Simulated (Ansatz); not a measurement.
# CH6NSi+: single points off equilibrium

A test off equilibrium: a structure displaced at random from a GFN2-xTB minimum is computed at several levels, and each is set against CCSD(T).

Program: Ansatz 0.2.0, Gaussian basis. Level of theory: single points in def2-TZVPP. These are calculated values, not measurements.

Correlated methods freeze the cores.

### Step 1. Starting geometry

SMILES `[CH2+]N[SiH3]`, 9 atoms, charge 1, spin multiplicity 1.

Atoms are counted from 1 here; the program's logs count them from 0.

Bond lengths: C1–N2 1.255 Å, C1–H4 1.070 Å, C1–H5 1.081 Å, N2–Si3 1.886 Å, N2–H6 1.040 Å, Si3–H7 1.492 Å, Si3–H8 1.455 Å, Si3–H9 1.471 Å. Angles: N2–C1–H4 116.9°, N2–C1–H5 122.8°, H4–C1–H5 120.2°, C1–N2–Si3 129.1°, C1–N2–H6 116.8°, Si3–N2–H6 114.0°, N2–Si3–H7 98.5°, N2–Si3–H8 100.8°, N2–Si3–H9 99.6°, H7–Si3–H8 117.4°, H7–Si3–H9 115.2°, H8–Si3–H9 119.1°.

Geometry (Å):

```xyz
9
charge 1, multiplicity 1
C    -0.8270    0.8110   -0.9300
N     0.0705    0.6096   -0.0762
Si    0.5878   -1.0057    0.7489
H    -1.3973   -0.0385   -1.2415
H    -1.0655    1.7947   -1.3090
H     0.5755    1.4463    0.2790
H     1.9957   -1.0638    0.2575
H    -0.3660   -1.9313    0.1576
H     0.4326   -0.6217    2.1607
```

### Step 2. CCSD(T)/def2-TZVPP

Contents of run/in.yaml:

```yaml
crystal:
  periodic: [false, false, false]
  atoms:
    - {symbol: C, position_ang: [-0.827000, 0.811000, -0.930000]}
    - {symbol: N, position_ang: [0.070500, 0.609600, -0.076200]}
    - {symbol: Si, position_ang: [0.587800, -1.005700, 0.748900]}
    - {symbol: H, position_ang: [-1.397300, -0.038500, -1.241500]}
    - {symbol: H, position_ang: [-1.065500, 1.794700, -1.309000]}
    - {symbol: H, position_ang: [0.575500, 1.446300, 0.279000]}
    - {symbol: H, position_ang: [1.995700, -1.063800, 0.257500]}
    - {symbol: H, position_ang: [-0.366000, -1.931300, 0.157600]}
    - {symbol: H, position_ang: [0.432600, -0.621700, 2.160700]}
basis:
  gaussian: {orbitals: def2-TZVPP}
total_charge: 1
correlation: {method: ccsd_t}
output: {forces: true}
```

No record of the launch command was kept for these runs.

### Step 3. PBE0-D4/def2-TZVPP

Changes to run/in.yaml since step 2:

```diff
@@ -15,3 +15,3 @@
 total_charge: 1
-correlation: {method: ccsd_t}
-output: {forces: true}
+hamiltonian: {xc: pbe0, dispersion: d4}
+output: {forces: true, orbitals: {seedname: orbitals}}
```

### Step 4. wB97M-V/def2-TZVPP

Changes to run/in.yaml since step 3:

```diff
@@ -15,3 +15,3 @@
 total_charge: 1
-hamiltonian: {xc: pbe0, dispersion: d4}
-output: {forces: true, orbitals: {seedname: orbitals}}
+hamiltonian: {xc: {name: wB97M-V}}
+output: {forces: true}
```

### Step 5. r2SCAN-D4/def2-TZVPP

Changes to run/in.yaml since step 4:

```diff
@@ -15,3 +15,3 @@
 total_charge: 1
-hamiltonian: {xc: {name: wB97M-V}}
+hamiltonian: {xc: r2scan, dispersion: d4}
 output: {forces: true}
```

### Step 6. PBE-D4/def2-TZVPP

Changes to run/in.yaml since step 5:

```diff
@@ -15,3 +15,3 @@
 total_charge: 1
-hamiltonian: {xc: r2scan, dispersion: d4}
+hamiltonian: {xc: pbe, dispersion: d4}
 output: {forces: true}
```

### Step 7. SPW92/def2-TZVPP

Changes to run/in.yaml since step 6:

```diff
@@ -15,3 +15,3 @@
 total_charge: 1
-hamiltonian: {xc: pbe, dispersion: d4}
+hamiltonian: {xc: lda}
 output: {forces: true}
```

### Step 8. r2SCANh-D4/def2-TZVPP

Changes to run/in.yaml since step 7:

```diff
@@ -15,3 +15,3 @@
 total_charge: 1
-hamiltonian: {xc: lda}
+hamiltonian: {xc: {name: r2SCANh}, dispersion: d4}
 output: {forces: true}
```

(Steps that only read results are left out.)

Q: Predict the outcome of this session. Wanted: energy less free atoms, CCSD(T)/def2-TZVPP; RMS force component; RMS force error; HOMO and LUMO, PBE0-D4; T1 diagnostic.

**Answer**, as computed:

```
                                  quantity                                                                                            value
energy less free atoms, CCSD(T)/def2-TZVPP                                                                                  -546.8 kcal/mol
                       RMS force component                                                             0.515 to 0.676 eV/Å over the methods
                           RMS force error  PBE0-D4 0.239, wB97M-V 0.201, r2SCAN-D4 0.164, PBE-D4 0.181, SPW92 0.370, r2SCANh-D4 0.206 eV/Å
                    HOMO and LUMO, PBE0-D4                                                                              -15.05 and -7.45 eV
                             T1 diagnostic                                                                                            0.014
```

Against CCSD(T) the functionals' energies less atoms differ by -107.2 to -10.1 kcal/mol, PBE-D4 by -23.9 kcal/mol. CCSD(T) in triple zeta still lacks some correlation energy of the bonds, so part of these gaps is its own basis error and they don't rank the functionals. For forces r2SCAN-D4 does best and SPW92 worst. Frozen-core CCSD(T) forces in triple zeta carry basis errors of their own, and this is one geometry, so small gaps rank nothing.
